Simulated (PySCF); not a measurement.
## OF⁺: one state, many levels of theory

State: ³Σ⁻ (triplet), unpaired electrons π ↑↑. Set-up: O def2-SVP, F def2-SVP; no relativity (PySCF 2.14). De refers to O⁺ + F in their high-spin ground configurations, without counterpoise correction. The functionals are run spin-unrestricted. A positive dipole points towards F; it is taken about the centre of mass and depends on that origin. Levels whose curve was spin-contaminated or gave no clean fit are not listed.

```
      Level  Re (Å)  ωe (cm⁻¹)  De (eV)  μ (D)
    UHF-MP2   1.197       1721     2.31    n/a
UHF-SCS-MP2   1.203       1652     2.06    n/a
   UHF-CCSD   1.230       1309     2.16    n/a
UHF-CCSD(T)   1.237       1293     2.39    n/a
        PBE   1.238       1346     4.72  -0.65
     PBEsol   1.229       1388     5.03  -0.63
     r²SCAN   1.226       1395     3.63  -0.78
      TPSSh   1.227       1389     3.70  -0.78
       PBE0   1.207       1491     3.53  -0.78
  CAM-B3LYP   1.211       1485     3.71  -0.77
     B2PLYP   1.224       1430     3.22  -1.11
```

Q: Which functional lies closest to UHF-CCSD(T) in De, which farthest, and by how much do they differ from it?

A: Closest is B2PLYP (-1.3 pm in Re, +10.6 % in ωe, +0.83 eV in De against UHF-CCSD(T) in the same basis), farthest PBEsol (-0.8 pm in Re, +7.3 % in ωe, +2.64 eV in De). CCSD(T) converges more slowly with the basis than the functionals do and binds too weakly in this one, so the order can change at the basis-set limit.

Q: What does a quarter of exact exchange do here, going from PBE to PBE0?

A: PBE0 less PBE: -3.1 pm in Re, +10.8 % in ωe, -1.19 eV in De. Exact exchange removes part of the self-interaction that spreads semilocal densities, and in most molecules shortens and stiffens the bond and lowers De; so it does here.

Q: What does the step from GGA to meta-GGA do here, going from PBE to r²SCAN?

A: r²SCAN less PBE: -1.2 pm in Re, +3.6 % in ωe, -1.09 eV in De. 

Correlated steps freeze 2 core orbitals. Correlated levels converge slowly with the basis: in double zeta they bind strong bonds too weakly, by up to about 1 eV, and carry superposition errors of some tenths. For an ion De counts to the pair picked by the measured ionisation energies or electron affinities, which need not be the lowest pair at this level. B2PLYP dipoles, levels and charges come from its SCF part alone. The CCSD T1 diagnostic is raised, a sign that a single reference may not be enough here. The state is the lowest determinant that a PBE0 search found; another state may lie lower at other levels.
